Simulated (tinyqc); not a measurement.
UHF in the sto-6g basis, for CH+, spin multiplicity 1, step by step (part 1 of 3). Computed by tinyqc, a small Python program that keeps every step (integrals from PySCF). Settings: charge = 1, multiplicity = 1, basis = sto-6g, energy threshold = 1e-10, iteration cap = 85, orthogonalisation = symmetric, start = Wolfsberg-Helmholz matrix, DIIS depth = 6, method = UHF, break = 0.4. Command: `OMP_NUM_THREADS=1 python tinyqc.py 21964 21965 out.jsonl` (the two numbers bound the seeds that draw the settings). One thread of a shared host (Intel(R) Xeon(R) Processor @ 2.60GHz), about 0.2 s of CPU time with the checks. Later iterations appear only in the table of the cycle.

## One-electron integrals

Geometry (angstrom):
```
atom         x         y         z
C     0.000000  0.000000  0.000000
H     0.000000  0.000000  1.273000
```

Basis sto-6g: exponents (1/bohr^2) and contraction coefficients of normalised primitives:
```
element  l (shell)    exponent  coefficient
C            s (1)  742.737049     0.009164
C            s (1)  136.180025     0.049361
C            s (1)   38.098264     0.168538
C            s (1)   13.087782     0.370563
C            s (1)    5.082369     0.416492
C            s (1)    2.093200     0.130334
C            s (2)   30.497239    -0.013253
C            s (2)    6.036200    -0.046992
C            s (2)    1.876046    -0.033785
C            s (2)    0.721783     0.250242
C            s (2)    0.313471     0.595117
C            s (2)    0.143687     0.240706
C            p (3)   30.497239     0.003760
C            p (3)    6.036200     0.037679
C            p (3)    1.876046     0.173897
C            p (3)    0.721783     0.418036
C            p (3)    0.313471     0.425860
C            p (3)    0.143687     0.101708
H            s (1)   35.523221     0.009164
H            s (1)    6.513144     0.049361
H            s (1)    1.822143     0.168538
H            s (1)    0.625955     0.370563
H            s (1)    0.243077     0.416492
H            s (1)    0.100112     0.130334
```

Overlap, kinetic and nuclear-attraction integrals over the contracted functions; the nuclear repulsion is the sum of Za Zb / Rab.

nuclear repulsion = 2.49415810 hartree

overlap S, order 1C 1s, 1C 2s, 1C 2px, 1C 2py, 1C 2pz, 2H 1s:
$$\begin{pmatrix}
1.000000 & 0.243228 & 0.000000 & 0.000000 & 0.000000 & 0.042504 \\
0.243228 & 1.000000 & 0.000000 & 0.000000 & 0.000000 & 0.391813 \\
0.000000 & 0.000000 & 1.000000 & 0.000000 & 0.000000 & 0.000000 \\
0.000000 & 0.000000 & 0.000000 & 1.000000 & 0.000000 & 0.000000 \\
0.000000 & 0.000000 & 0.000000 & 0.000000 & 1.000000 & 0.399705 \\
0.042504 & 0.391813 & 0.000000 & 0.000000 & 0.399705 & 1.000000
\end{pmatrix}$$

kinetic energy T (hartree), order 1C 1s, 1C 2s, 1C 2px, 1C 2py, 1C 2pz, 2H 1s:
$$\begin{pmatrix}
16.068641 & -0.492789 & 0.000000 & 0.000000 & 0.000000 & -0.009432 \\
-0.492789 & 0.492405 & 0.000000 & 0.000000 & 0.000000 & 0.055742 \\
0.000000 & 0.000000 & 1.479234 & 0.000000 & 0.000000 & 0.000000 \\
0.000000 & 0.000000 & 0.000000 & 1.479234 & 0.000000 & 0.000000 \\
0.000000 & 0.000000 & 0.000000 & 0.000000 & 1.479234 & 0.166265 \\
-0.009432 & 0.055742 & 0.000000 & 0.000000 & 0.166265 & 0.768522
\end{pmatrix}$$

nuclear attraction V (hartree), order 1C 1s, 1C 2s, 1C 2px, 1C 2py, 1C 2pz, 2H 1s:
$$\begin{pmatrix}
-34.423655 & -3.719532 & 0.000000 & 0.000000 & -0.013105 & -0.733326 \\
-3.719532 & -5.570812 & 0.000000 & 0.000000 & -0.135929 & -1.782964 \\
0.000000 & 0.000000 & -5.539756 & 0.000000 & 0.000000 & 0.000000 \\
0.000000 & 0.000000 & 0.000000 & -5.539756 & 0.000000 & 0.000000 \\
-0.013105 & -0.135929 & 0.000000 & 0.000000 & -5.632231 & -1.703216 \\
-0.733326 & -1.782964 & 0.000000 & 0.000000 & -1.703216 & -3.708230
\end{pmatrix}$$

core Hamiltonian H = T + V (hartree), order 1C 1s, 1C 2s, 1C 2px, 1C 2py, 1C 2pz, 2H 1s:
$$\begin{pmatrix}
-18.355014 & -4.212321 & 0.000000 & 0.000000 & -0.013105 & -0.742758 \\
-4.212321 & -5.078407 & 0.000000 & 0.000000 & -0.135929 & -1.727222 \\
0.000000 & 0.000000 & -4.060521 & 0.000000 & 0.000000 & 0.000000 \\
0.000000 & 0.000000 & 0.000000 & -4.060521 & 0.000000 & 0.000000 \\
-0.013105 & -0.135929 & 0.000000 & 0.000000 & -4.152997 & -1.536951 \\
-0.742758 & -1.727222 & 0.000000 & 0.000000 & -1.536951 & -2.939708
\end{pmatrix}$$

## Two-electron integrals

Functions are numbered as in S; the eight-fold symmetry (ij|kl) = (ji|kl) = (kl|ij) leaves the list below.

Two-electron integrals (ij|kl) in chemists' order, unique and non-zero (hartree):
```
(11|11) 3.543743   (21|11) 0.529462   (21|21) 0.100317   (22|11) 0.853596
(22|21) 0.199930   (22|22) 0.624844   (31|31) 0.021271   (32|31) 0.031868
(32|32) 0.138108   (33|11) 0.853598   (33|21) 0.199930   (33|22) 0.624843
(33|33) 0.673218   (41|41) 0.021271   (42|41) 0.031868   (42|42) 0.138108
(43|43) 0.036281   (44|11) 0.853598   (44|21) 0.199930   (44|22) 0.624843
(44|33) 0.600655   (44|44) 0.673218   (51|51) 0.021271   (52|51) 0.031868
(52|52) 0.138108   (53|53) 0.036281   (54|54) 0.036281   (55|11) 0.853598
(55|21) 0.199930   (55|22) 0.624843   (55|33) 0.600655   (55|44) 0.600655
(55|55) 0.673218   (61|11) 0.097293   (61|21) 0.017757   (61|22) 0.034851
(61|33) 0.034720   (61|44) 0.034720   (61|51) 0.001165   (61|52) 0.002266
(61|55) 0.035112   (61|61) 0.003232   (62|11) 0.247862   (62|21) 0.058997
(62|22) 0.204917   (62|33) 0.199924   (62|44) 0.199924   (62|51) 0.006003
(62|52) 0.041126   (62|55) 0.214902   (62|61) 0.010798   (62|62) 0.091416
(63|31) 0.006113   (63|32) 0.031857   (63|53) 0.007891   (63|63) 0.010684
(64|41) 0.006113   (64|42) 0.031857   (64|54) 0.007891   (64|64) 0.010684
(65|11) 0.219967   (65|21) 0.053060   (65|22) 0.194993   (65|33) 0.185386
(65|44) 0.185386   (65|51) 0.010700   (65|52) 0.067519   (65|55) 0.214207
(65|61) 0.010149   (65|62) 0.103091   (65|65) 0.124752   (66|11) 0.411126
(66|21) 0.099739   (66|22) 0.394217   (66|33) 0.374020   (66|44) 0.374020
(66|51) 0.012047   (66|52) 0.112174   (66|55) 0.434610   (66|61) 0.018520
(66|62) 0.229178   (66|65) 0.284620   (66|66) 0.774999
```

## Orthogonalisation

S = U s U^T; symmetric (Loewdin) form X = U s^(-1/2) U^T, so that X^T S X = 1.

eigenvalues of S: [0.424079, 0.821612, 1.000000, 1.000000, 1.152994, 1.601316]

X, order 1C 1s, 1C 2s, 1C 2px, 1C 2py, 1C 2pz, 2H 1s:
$$\begin{pmatrix}
1.024162 & -0.134408 & 0.000000 & 0.000000 & -0.008014 & 0.021151 \\
-0.134408 & 1.102373 & 0.000000 & 0.000000 & 0.078917 & -0.252579 \\
0.000000 & 0.000000 & 1.000000 & 0.000000 & 0.000000 & 0.000000 \\
0.000000 & 0.000000 & 0.000000 & 1.000000 & 0.000000 & 0.000000 \\
-0.008014 & 0.078917 & 0.000000 & 0.000000 & 1.078662 & -0.252691 \\
0.021151 & -0.252579 & 0.000000 & 0.000000 & -0.252691 & 1.155168
\end{pmatrix}$$

## Starting guess

The start is the generalised Wolfsberg-Helmholz matrix (K = 1.75) built on H, with HOMO and LUMO mixed by +/-0.4 rad for the two spins; D(s) = C_occ C_occ^T for each spin.

D(alpha) at the start, order 1C 1s, 1C 2s, 1C 2px, 1C 2py, 1C 2pz, 2H 1s:
$$\begin{pmatrix}
1.037826 & -0.155845 & 0.071395 & 0.014304 & 0.045925 & -0.089305 \\
-0.155845 & 0.671115 & -0.251059 & -0.050301 & -0.176202 & 0.244521 \\
0.071395 & -0.251059 & 0.145794 & 0.029211 & 0.252738 & -0.026483 \\
0.014304 & -0.050301 & 0.029211 & 0.005853 & 0.050637 & -0.005306 \\
0.045925 & -0.176202 & 0.252738 & 0.050637 & 0.720859 & 0.171920 \\
-0.089305 & 0.244521 & -0.026483 & -0.005306 & 0.171920 & 0.172909
\end{pmatrix}$$

D(beta) at the start, order 1C 1s, 1C 2s, 1C 2px, 1C 2py, 1C 2pz, 2H 1s:
$$\begin{pmatrix}
1.037826 & -0.155845 & -0.071395 & -0.014304 & 0.045925 & -0.089305 \\
-0.155845 & 0.671115 & 0.251059 & 0.050301 & -0.176202 & 0.244521 \\
-0.071395 & 0.251059 & 0.145794 & 0.029211 & -0.252738 & 0.026483 \\
-0.014304 & 0.050301 & 0.029211 & 0.005853 & -0.050637 & 0.005306 \\
0.045925 & -0.176202 & -0.252738 & -0.050637 & 0.720859 & 0.171920 \\
-0.089305 & 0.244521 & 0.026483 & 0.005306 & 0.171920 & 0.172909
\end{pmatrix}$$

## Iteration 1: building the Fock matrix

J_ij = sum D_kl (ij|kl) with D = D(alpha) + D(beta), K_ij = sum D_kl (ik|jl) for each spin; F = H + J - K(s); E = tr D H + tr D J / 2 - 0.5 sum_s tr D(s) K(s) + E_nn.

Coulomb J (hartree), order 1C 1s, 1C 2s, 1C 2px, 1C 2py, 1C 2pz, 2H 1s:
$$\begin{pmatrix}
10.161898 & 1.776017 & 0.000000 & 0.000000 & -0.001573 & 0.320216 \\
1.776017 & 4.034576 & 0.000000 & 0.000000 & 0.033153 & 1.331026 \\
0.000000 & 0.000000 & 3.995100 & 0.004239 & 0.000000 & 0.000000 \\
0.000000 & 0.000000 & 0.004239 & 3.974791 & 0.000000 & 0.000000 \\
-0.001573 & 0.033153 & 0.000000 & 0.000000 & 4.133839 & 1.286078 \\
0.320216 & 1.331026 & 0.000000 & 0.000000 & 1.286078 & 2.664758
\end{pmatrix}$$

exchange K(alpha) (hartree), order 1C 1s, 1C 2s, 1C 2px, 1C 2py, 1C 2pz, 2H 1s:
$$\begin{pmatrix}
3.590909 & 0.565323 & 0.003185 & 0.000638 & 0.002746 & 0.104603 \\
0.565323 & 0.701260 & -0.181135 & -0.036291 & -0.004948 & 0.341275 \\
0.003185 & -0.181135 & 0.248395 & 0.018605 & 0.155859 & -0.016615 \\
0.000638 & -0.036291 & 0.018605 & 0.159261 & 0.031227 & -0.003329 \\
0.002746 & -0.004948 & 0.155859 & 0.031227 & 0.721959 & 0.331505 \\
0.104603 & 0.341275 & -0.016615 & -0.003329 & 0.331505 & 0.458128
\end{pmatrix}$$

exchange K(beta) (hartree), order 1C 1s, 1C 2s, 1C 2px, 1C 2py, 1C 2pz, 2H 1s:
$$\begin{pmatrix}
3.590909 & 0.565323 & -0.003185 & -0.000638 & 0.002746 & 0.104603 \\
0.565323 & 0.701260 & 0.181135 & 0.036291 & -0.004948 & 0.341275 \\
-0.003185 & 0.181135 & 0.248395 & 0.018605 & -0.155859 & 0.016615 \\
-0.000638 & 0.036291 & 0.018605 & 0.159261 & -0.031227 & 0.003329 \\
0.002746 & -0.004948 & -0.155859 & -0.031227 & 0.721959 & 0.331505 \\
0.104603 & 0.341275 & 0.016615 & 0.003329 & 0.331505 & 0.458128
\end{pmatrix}$$

F(alpha) (hartree), order 1C 1s, 1C 2s, 1C 2px, 1C 2py, 1C 2pz, 2H 1s:
$$\begin{pmatrix}
-11.784025 & -3.001626 & -0.003185 & -0.000638 & -0.017424 & -0.527146 \\
-3.001626 & -1.745092 & 0.181135 & 0.036291 & -0.097828 & -0.737471 \\
-0.003185 & 0.181135 & -0.313816 & -0.014366 & -0.155859 & 0.016615 \\
-0.000638 & 0.036291 & -0.014366 & -0.244991 & -0.031227 & 0.003329 \\
-0.017424 & -0.097828 & -0.155859 & -0.031227 & -0.741117 & -0.582379 \\
-0.527146 & -0.737471 & 0.016615 & 0.003329 & -0.582379 & -0.733078
\end{pmatrix}$$

F(beta) (hartree), order 1C 1s, 1C 2s, 1C 2px, 1C 2py, 1C 2pz, 2H 1s:
$$\begin{pmatrix}
-11.784025 & -3.001626 & 0.003185 & 0.000638 & -0.017424 & -0.527146 \\
-3.001626 & -1.745092 & -0.181135 & -0.036291 & -0.097828 & -0.737471 \\
0.003185 & -0.181135 & -0.313816 & -0.014366 & 0.155859 & -0.016615 \\
0.000638 & -0.036291 & -0.014366 & -0.244991 & 0.031227 & -0.003329 \\
-0.017424 & -0.097828 & 0.155859 & 0.031227 & -0.741117 & -0.582379 \\
-0.527146 & -0.737471 & -0.016615 & -0.003329 & -0.582379 & -0.733078
\end{pmatrix}$$

total energy of this density = -37.74815669 hartree

## Iteration 1: diagonalisation and new density

Diagonalise F' = X^T F X, C = X C', fill 3 alpha and 3 beta electrons from the bottom; D(s) = C_occ C_occ^T. Each column has its largest component positive (the first on a tie).

F' = X^T F X (alpha) (hartree):
$$\begin{pmatrix}
-11.584252 & -1.464045 & -0.026007 & -0.005211 & -0.029520 & -0.044878 \\
-1.464045 & -1.114009 & 0.183609 & 0.036787 & 0.041013 & -0.387002 \\
-0.026007 & 0.183609 & -0.313816 & -0.014366 & -0.157998 & 0.012760 \\
-0.005211 & 0.036787 & -0.014366 & -0.244991 & -0.031656 & 0.002556 \\
-0.029520 & 0.041013 & -0.157998 & -0.031656 & -0.588535 & -0.399593 \\
-0.044878 & -0.387002 & 0.012760 & 0.002556 & -0.399593 & -0.377804
\end{pmatrix}$$

orbital energies (alpha) (hartree): MO1 -11.786007, MO2 -1.171103, MO3 -0.856030, MO4 -0.242113, MO5 -0.217552, MO6 0.049398

coefficients C (alpha), order 1C 1s, 1C 2s, 1C 2px, 1C 2py, 1C 2pz, 2H 1s:
$$\begin{pmatrix}
0.996432 & -0.216735 & 0.102361 & 0.000000 & -0.084769 & 0.099850 \\
0.015014 & 0.788528 & -0.455614 & 0.000000 & 0.365664 & -0.583111 \\
0.000090 & -0.136847 & 0.354413 & -0.196452 & 0.898226 & 0.101297 \\
0.000018 & -0.027418 & 0.071009 & 0.980514 & 0.179965 & 0.020295 \\
0.003248 & 0.205219 & 0.725296 & 0.000000 & -0.164814 & -0.798944 \\
-0.004124 & 0.324304 & 0.285901 & 0.000000 & -0.188973 & 1.113494
\end{pmatrix}$$

F' = X^T F X (beta) (hartree):
$$\begin{pmatrix}
-11.584252 & -1.464045 & 0.026007 & 0.005211 & -0.029520 & -0.044878 \\
-1.464045 & -1.114009 & -0.183609 & -0.036787 & 0.041013 & -0.387002 \\
0.026007 & -0.183609 & -0.313816 & -0.014366 & 0.157998 & -0.012760 \\
0.005211 & -0.036787 & -0.014366 & -0.244991 & 0.031656 & -0.002556 \\
-0.029520 & 0.041013 & 0.157998 & 0.031656 & -0.588535 & -0.399593 \\
-0.044878 & -0.387002 & -0.012760 & -0.002556 & -0.399593 & -0.377804
\end{pmatrix}$$

orbital energies (beta) (hartree): MO1 -11.786007, MO2 -1.171103, MO3 -0.856030, MO4 -0.242113, MO5 -0.217552, MO6 0.049398

coefficients C (beta), order 1C 1s, 1C 2s, 1C 2px, 1C 2py, 1C 2pz, 2H 1s:
$$\begin{pmatrix}
0.996432 & -0.216735 & 0.102361 & 0.000000 & 0.084769 & 0.099850 \\
0.015014 & 0.788528 & -0.455614 & 0.000000 & -0.365664 & -0.583111 \\
-0.000090 & 0.136847 & -0.354413 & -0.196452 & 0.898226 & -0.101297 \\
-0.000018 & 0.027418 & -0.071009 & 0.980514 & 0.179965 & -0.020295 \\
0.003248 & 0.205219 & 0.725296 & 0.000000 & 0.164814 & -0.798944 \\
-0.004124 & 0.324304 & 0.285901 & 0.000000 & 0.188973 & 1.113494
\end{pmatrix}$$

D(alpha) after iteration 1, order 1C 1s, 1C 2s, 1C 2px, 1C 2py, 1C 2pz, 2H 1s:
$$\begin{pmatrix}
1.050330 & -0.202578 & 0.066027 & 0.013229 & 0.033000 & -0.045132 \\
-0.202578 & 0.829586 & -0.269382 & -0.053972 & -0.168586 & 0.125401 \\
0.066027 & -0.269382 & 0.144335 & 0.028918 & 0.228971 & 0.056947 \\
0.013229 & -0.053972 & 0.028918 & 0.005794 & 0.045876 & 0.011410 \\
0.033000 & -0.168586 & 0.228971 & 0.045876 & 0.568180 & 0.273903 \\
-0.045132 & 0.125401 & 0.056947 & 0.011410 & 0.273903 & 0.186930
\end{pmatrix}$$

D(beta) after iteration 1, order 1C 1s, 1C 2s, 1C 2px, 1C 2py, 1C 2pz, 2H 1s:
$$\begin{pmatrix}
1.050330 & -0.202578 & -0.066027 & -0.013229 & 0.033000 & -0.045132 \\
-0.202578 & 0.829586 & 0.269382 & 0.053972 & -0.168586 & 0.125401 \\
-0.066027 & 0.269382 & 0.144335 & 0.028918 & -0.228971 & -0.056947 \\
-0.013229 & 0.053972 & 0.028918 & 0.005794 & -0.045876 & -0.011410 \\
0.033000 & -0.168586 & -0.228971 & -0.045876 & 0.568180 & 0.273903 \\
-0.045132 & 0.125401 & -0.056947 & -0.011410 & 0.273903 & 0.186930
\end{pmatrix}$$

## Iteration 2: building the Fock matrix

As before.

Coulomb J (hartree), order 1C 1s, 1C 2s, 1C 2px, 1C 2py, 1C 2pz, 2H 1s:
$$\begin{pmatrix}
10.159191 & 1.771683 & 0.000000 & 0.000000 & 0.000346 & 0.319642 \\
1.771683 & 4.023007 & 0.000000 & 0.000000 & 0.047206 & 1.332687 \\
0.000000 & 0.000000 & 3.988649 & 0.004197 & 0.000000 & 0.000000 \\
0.000000 & 0.000000 & 0.004197 & 3.968543 & 0.000000 & 0.000000 \\
0.000346 & 0.047206 & 0.000000 & 0.000000 & 4.111831 & 1.290536 \\
0.319642 & 1.332687 & 0.000000 & 0.000000 & 1.290536 & 2.682196
\end{pmatrix}$$

exchange K(alpha) (hartree), order 1C 1s, 1C 2s, 1C 2px, 1C 2py, 1C 2pz, 2H 1s:
$$\begin{pmatrix}
3.602999 & 0.555682 & -0.002352 & -0.000471 & 0.001196 & 0.106364 \\
0.555682 & 0.727614 & -0.177021 & -0.035467 & 0.002597 & 0.332512 \\
-0.002352 & -0.177021 & 0.255754 & 0.018419 & 0.156846 & 0.006421 \\
-0.000471 & -0.035467 & 0.018419 & 0.167512 & 0.031425 & 0.001286 \\
0.001196 & 0.002597 & 0.156846 & 0.031425 & 0.668590 & 0.342866 \\
0.106364 & 0.332512 & 0.006421 & 0.001286 & 0.342866 & 0.469846
\end{pmatrix}$$

exchange K(beta) (hartree), order 1C 1s, 1C 2s, 1C 2px, 1C 2py, 1C 2pz, 2H 1s:
$$\begin{pmatrix}
3.602999 & 0.555682 & 0.002352 & 0.000471 & 0.001196 & 0.106364 \\
0.555682 & 0.727614 & 0.177021 & 0.035467 & 0.002597 & 0.332512 \\
0.002352 & 0.177021 & 0.255754 & 0.018419 & -0.156846 & -0.006421 \\
0.000471 & 0.035467 & 0.018419 & 0.167512 & -0.031425 & -0.001286 \\
0.001196 & 0.002597 & -0.156846 & -0.031425 & 0.668590 & 0.342866 \\
0.106364 & 0.332512 & -0.006421 & -0.001286 & 0.342866 & 0.469846
\end{pmatrix}$$

F(alpha) (hartree), order 1C 1s, 1C 2s, 1C 2px, 1C 2py, 1C 2pz, 2H 1s:
$$\begin{pmatrix}
-11.798822 & -2.996320 & 0.002352 & 0.000471 & -0.013955 & -0.529480 \\
-2.996320 & -1.783015 & 0.177021 & 0.035467 & -0.091320 & -0.727047 \\
0.002352 & 0.177021 & -0.327626 & -0.014222 & -0.156846 & -0.006421 \\
0.000471 & 0.035467 & -0.014222 & -0.259490 & -0.031425 & -0.001286 \\
-0.013955 & -0.091320 & -0.156846 & -0.031425 & -0.709756 & -0.589281 \\
-0.529480 & -0.727047 & -0.006421 & -0.001286 & -0.589281 & -0.727357
\end{pmatrix}$$

F(beta) (hartree), order 1C 1s, 1C 2s, 1C 2px, 1C 2py, 1C 2pz, 2H 1s:
$$\begin{pmatrix}
-11.798822 & -2.996320 & -0.002352 & -0.000471 & -0.013955 & -0.529480 \\
-2.996320 & -1.783015 & -0.177021 & -0.035467 & -0.091320 & -0.727047 \\
-0.002352 & -0.177021 & -0.327626 & -0.014222 & 0.156846 & 0.006421 \\
-0.000471 & -0.035467 & -0.014222 & -0.259490 & 0.031425 & 0.001286 \\
-0.013955 & -0.091320 & 0.156846 & 0.031425 & -0.709756 & -0.589281 \\
-0.529480 & -0.727047 & 0.006421 & 0.001286 & -0.589281 & -0.727357
\end{pmatrix}$$

total energy of this density = -37.82141276 hartree

## Iteration 2: DIIS over 2 matrices

error matrix X^T (FDS - SDF) X (alpha):
$$\begin{pmatrix}
0.000000 & -0.005504 & -0.008957 & -0.001795 & -0.006093 & 0.012492 \\
0.005504 & 0.000000 & 0.019395 & 0.003886 & 0.022869 & -0.031529 \\
0.008957 & -0.019395 & 0.000000 & 0.000000 & -0.018559 & 0.004779 \\
0.001795 & -0.003886 & 0.000000 & 0.000000 & -0.003718 & 0.000957 \\
0.006093 & -0.022869 & 0.018559 & 0.003718 & 0.000000 & 0.029291 \\
-0.012492 & 0.031529 & -0.004779 & -0.000957 & -0.029291 & 0.000000
\end{pmatrix}$$

B (overlaps of the stored error matrices):
$$\begin{pmatrix}
2.1057346e-01 & 4.2803257e-02 \\
4.2803257e-02 & 1.3821196e-02
\end{pmatrix}$$

Minimise |sum c_i e_i|^2 with sum c_i = 1: solve [B -1; -1 0][c; lambda] = [0; -1] with B_ij = tr e_i^T e_j summed over both spins, and take F = sum c_i F_i.

DIIS coefficients: [-0.208822, 1.208822]

extrapolated F(alpha) (hartree), order 1C 1s, 1C 2s, 1C 2px, 1C 2py, 1C 2pz, 2H 1s:
$$\begin{pmatrix}
-11.801911 & -2.995212 & 0.003508 & 0.000703 & -0.013230 & -0.529968 \\
-2.995212 & -1.790934 & 0.176162 & 0.035295 & -0.089961 & -0.724870 \\
0.003508 & 0.176162 & -0.330510 & -0.014192 & -0.157053 & -0.011231 \\
0.000703 & 0.035295 & -0.014192 & -0.262518 & -0.031466 & -0.002250 \\
-0.013230 & -0.089961 & -0.157053 & -0.031466 & -0.703207 & -0.590723 \\
-0.529968 & -0.724870 & -0.011231 & -0.002250 & -0.590723 & -0.726163
\end{pmatrix}$$

extrapolated F(beta) (hartree), order 1C 1s, 1C 2s, 1C 2px, 1C 2py, 1C 2pz, 2H 1s:
$$\begin{pmatrix}
-11.801911 & -2.995212 & -0.003508 & -0.000703 & -0.013230 & -0.529968 \\
-2.995212 & -1.790934 & -0.176162 & -0.035295 & -0.089961 & -0.724870 \\
-0.003508 & -0.176162 & -0.330510 & -0.014192 & 0.157053 & 0.011231 \\
-0.000703 & -0.035295 & -0.014192 & -0.262518 & 0.031466 & 0.002250 \\
-0.013230 & -0.089961 & 0.157053 & 0.031466 & -0.703207 & -0.590723 \\
-0.529968 & -0.724870 & 0.011231 & 0.002250 & -0.590723 & -0.726163
\end{pmatrix}$$
